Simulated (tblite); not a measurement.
Species: C3H3O2 (doublet state).
Numbering: `[O:1]=[CH:2][C:3]1[CH2:4][O:5]1` (hydrogens: H6 on C2; H7, H8 on C4)

Geometry (GFN2-xTB, Å), atoms numbered from 1 in this order:
```
atom  x, y, z in Å
O1     2.2693   -0.2618   -0.2580
C2     1.3868    0.1420    0.4949
C3     0.0235    0.0891    0.2109
C4    -1.1516   -0.2024   -0.5668
O5    -1.1462    0.4090    0.7442
H6     1.6189    0.5879    1.4770
H7    -1.4457    0.4559   -1.3746
H8    -1.5460   -1.2103   -0.5968
```

Computed values, GFN2-xTB/tblite, gas phase, harmonic and unscaled. This tight-binding method is rough: wavenumbers can miss measured ones by several per cent, in bad cases by 10 to 20. One conformer, not necessarily the lowest. Open shells enter through the occupations alone, without spin polarisation, and single modes of such species can be off by tens of per cent.

Harmonic wavenumbers (cm⁻¹): 150.8, 201.6, 237.4, 574.6, 782.8, 849.8, 946.5, 1011.3, 1064.6, 1090.9, 1142.7, 1333.4, 1418.4, 1556.3, 1722.2, 2809.0, 3050.1, 3065.0.

A = 19303, B = 3444, C = 2981 MHz; mass 71.013 u (most abundant isotopes); point group Cs, symmetry number 1; spin multiplicity 2.

Q: What is the zero-point energy?

A: Half the sum of the wavenumbers: 11504 cm⁻¹ = 32.89 kcal/mol.

Q: Entropy at 298.15 K, 1 bar (ideal gas, RRHO, classical rotation)?

A: Translation 38.72, rotation 24.90, vibration 7.94, spin (R ln 2) 1.38: S = 72.9 cal/(mol K).

Q: And Cp and H(298.15 K) − H(0)?

A: Cp = 17.79 cal/(mol K), of which vibrations give 9.84 (their classical limit is 18 R = 35.8); H(298.15 K) − H(0) = 3.75 kcal/mol without the zero-point energy, 1.38 from vibrations.

Q: Which modes carry the vibrational entropy at 298.15 K?

A: 150.8 cm⁻¹: 2.66; 201.6 cm⁻¹: 2.12; 237.4 cm⁻¹: 1.82; 574.6 cm⁻¹: 0.50; 782.8 cm⁻¹: 0.22; 849.8 cm⁻¹: 0.17 cal/(mol K); the other 12 give 0.45 together.

Q: How do the functions run with temperature in this model?

A: 
```
T (K)  S (cal/(mol K))  Cp (cal/(mol K))  H − H(0) (kcal/mol)  G − H(0) (kcal/mol)  ln q(vib)
  100             57.9              11.2                 0.91                -4.88       0.21
  200             66.6              14.3                 2.19               -11.13       0.90
  300             73.0              17.9                 3.79               -18.13       1.67
  500             83.9              24.9                 8.09               -33.85       3.29
  800             97.2              31.7                16.69               -61.10       5.78
 1000            104.6              34.5                23.33               -81.30       7.36
```

q(vib) and H(0) count from the zero-point level.

Hindered rotation and anharmonicity are outside this model. Other conformers, if any are populated, would add a mixing term that is left out.
